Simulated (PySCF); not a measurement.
**GaH₂⁺, triplet: reading a ladder of total energies**

Geometry: that of the GaH2, doublet, kept fixed. The singlet lies 3.1 eV lower here.

```tsv
atom	x (Å)	y (Å)	z (Å)
Ga	0.0000	-0.0222	0.0000
H	0.0000	0.7688	-1.3831
H	0.0000	0.7688	1.3831
```

Basis aug-cc-pVDZ; PySCF 2.14.0. Correlated methods freeze the noble-gas cores and the filled d shells of p-block atoms, which leaves 4 electrons in 40 orbitals. Prefix R: restricted or restricted open-shell reference. No spin–orbit coupling is included, and no scalar relativity.

Full CI is exact within this basis and frozen core; it isn't the basis-set limit.

RCCSD has a T1 diagnostic of 0.039 and a largest doubles amplitude of 0.07.

```tsv
level	total energy (hartree)
RHF	-1923.939388
RMP2	-1923.989728
RCCSD	-1924.006161
RCCSD(T)	-1924.007256
RCCSDT	-1924.007656
full CI	-1924.007671
```

Problem. What is the correlation energy at full CI, and what share of it do RMP2 and RCCSD(T) recover?

Solution. E(corr) = -1924.007671 − (-1923.939388) = -0.068283 hartree = -1.858 eV. RMP2: -0.050340 / -0.068283 = 73.72 %. RCCSD(T): -0.067868 / -0.068283 = 99.39 %.

Problem. By how many kcal/mol does RCCSD(T) miss full CI (1 hartree = 627.509 kcal/mol), and which steps make up the rest?

Solution. -1924.007256 − (-1924.007671) = 0.000415 hartree = 0.26 kcal/mol. Steps: RCCSDT − RCCSD(T) = -0.25, full CI − RCCSDT = -0.01 kcal/mol. That is within 1 kcal/mol of the reference in this basis, which itself misses far more of the correlation at the basis-set limit.
